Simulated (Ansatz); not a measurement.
The same path of BFH4S (7 atoms, charge 0, multiplicity 1) was run twice with different band settings. Lost on the way: B1–F2, S5–H7. Made: F2–H7.

Theory: Ansatz 0.2.0, RKS PBE0/def2-SVP.

Relaxed end points:

```xyz
7
Properties=species:S:1:pos:R:3
B -0.002 0.028 0.006
F -0.582 0.491 1.144
H 1.197 0.206 -0.113
H -0.700 -0.014 -0.991
S 0.111 -2.165 0.313
H -1.154 -2.389 0.736
H 0.604 -2.186 1.572
```

```xyz
7
Properties=species:S:1:pos:R:3
B 0.145 -0.531 -0.405
F -0.152 0.105 2.155
H 1.205 0.033 -0.465
H -0.895 -0.037 -0.743
S 0.229 -2.247 0.105
H -1.085 -2.559 0.028
H 0.025 -0.793 1.991
```

Common settings: spring 5.0 eV/Å²; optimiser quadratic models (default); start path through a guess of the saddle point; force threshold 0.05 eV/Å; iteration limit 60; end points relaxed.

| run | movable images | climbing image |
| --- | --- | --- |
| 1 | 9 | yes |
| 2 | 1 | no |

**Question.** What does each run give, and how far can it be trusted?

**Answer.** Run 1: converged after 10 iterations, highest image 0.924 eV above the first end. A vibrational analysis at the climbing image gives one clearly imaginary mode, 857i cm⁻¹: a first-order saddle point.
Run 2: converged after 8 iterations, highest image 0.677 eV above the first end. The highest image is an end point: on this band no image between the ends rises above it. So few images can step over the top or miss a turn of the path.
The orbitals stay closed-shell, which can raise the energy where a bond breaks towards radicals; this wasn't checked here.
